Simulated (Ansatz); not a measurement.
# CHSi− (SMILES [C-]#[SiH]): single points off equilibrium

One table from this session's results is given with a row withheld; the runs are named, their logs left out.

The runs use Ansatz 0.2.0, Gaussian basis; single points in def2-TZVPPD.

Correlated methods freeze the cores. B3LYP uses VWN-RPA correlation.

**The starting structure**

3 atoms, charge -1, spin multiplicity 1.

Atoms are counted from 1 here; the program's logs count them from 0.

Bond lengths: C1–Si2 1.660 Å, Si2–H3 1.651 Å. Angles: C1–Si2–H3 165.7°.

Geometry (Å):

```xyz
3
CHSi
C    -0.9019    1.4115   -0.3301
Si   -0.1699   -0.0478   -0.0297
H     0.9009   -1.2826    0.2018
```

The first run:

Contents of run/in.yaml:

```yaml
crystal:
  periodic: [false, false, false]
  atoms:
    - {symbol: C, position_ang: [-0.901900, 1.411500, -0.330100]}
    - {symbol: Si, position_ang: [-0.169900, -0.047800, -0.029700]}
    - {symbol: H, position_ang: [0.900900, -1.282600, 0.201800]}
basis:
  gaussian: {orbitals: "def2-TZVPPD.json"}
total_charge: -1
correlation: {method: ccsd_t}
output: {forces: true}
```

The basis file named in the input lies beside it (Basis Set Exchange, JSON).

No record of the launch command was kept for these runs.

Among the steps run: CCSD(T)/def2-TZVPPD; PBE0-D4/def2-TZVPPD; wB97M-V/def2-TZVPPD; r2SCAN-D4/def2-TZVPPD; PBE-D4/def2-TZVPPD; BHLYP-D4/def2-TZVPPD; B3LYP-D4/def2-TZVPPD.

One table of the session follows, with a row left open; its other results are not shown here.

```
   method  RMS force component (eV/Å)  angle to CCSD(T) forces (°)
  CCSD(T)                       1.319                    reference
  PBE0-D4                       0.974                         13.0
  wB97M-V                       0.932                         23.1
r2SCAN-D4                       1.011                          7.8
   PBE-D4                       1.060                          1.5
 BHLYP-D4                           ?                            ?
 B3LYP-D4                       0.973                         12.4
```

**Question.** Estimate the row for BHLYP-D4.

The run gave: RMS force component (eV/Å): 0.940; angle to CCSD(T) forces (°): 27.4. In the column «RMS force component (eV/Å)» it lies between wB97M-V (0.932) and B3LYP-D4 (0.973).
